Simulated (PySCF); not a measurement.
1-fluoropentane, C₅H₁₁F.
SMILES with atom numbers: `[CH3:1][CH2:2][CH2:3][CH2:4][CH2:5][F:6]` (hydrogens: H7, H8, H9 on C1; H10, H11 on C2; H12, H13 on C3; H14, H15 on C4; H16, H17 on C5)

The calculation used PySCF, PBE0-D3(BJ)/def2-SVP geometry optimisation, gas phase.

Q: List the bond lengths, angles and torsions at this level.

A: 
```
               bond  length (Å)   order
              C1–C2       1.520  single
              C2–C3       1.522  single
              C3–C4       1.521  single
              C4–C5       1.510  single
              C5–F6       1.376  single
C1–H7, C1–H8, C1–H9       1.101  single
     C2–H10, C2–H11       1.105  single
     C3–H12, C3–H13       1.104  single
     C4–H14, C4–H15       1.104  single
     C5–H16, C5–H17       1.104  single
```

Bonds in one row agree within 0.01 Å and their mean is given. Orders are formal, as drawn. A selection of angles:
```
     angle  degrees
  C2–C1–H7    111.3
  H7–C1–H8    107.6
  C1–C2–C3    113.3
 C1–C2–H10    109.6
 C3–C2–H10    109.0
H10–C2–H11    105.6
  C2–C3–C4    113.6
 C2–C3–H12    109.7
 C4–C3–H12    108.6
H12–C3–H13    105.9
  C3–C4–C5    113.4
 C3–C4–H14    110.4
 C5–C4–H14    108.1
 C5–C4–H15    108.5
H14–C4–H15    106.2
  C4–C5–F6    110.4
 C4–C5–H16    111.1
 F6–C5–H16    108.2
H16–C5–H17    108.2
```

Dihedral angles: C1–C2–C3–C4 179° (antiperiplanar); C2–C3–C4–C5 176° (antiperiplanar); C3–C4–C5–F6 -61° (synclinal). The mirror-image conformer, all signs reversed, is as good.

Of the pairs four or more bonds apart, F6···H12 is among the closest relative to their van der Waals radii: 2.57 Å, 96 % of the sum of Bondi's values.

Point group: C1 (no symmetry element, even within 0.4 Å). No frequency check. The numbers are those of one conformer.
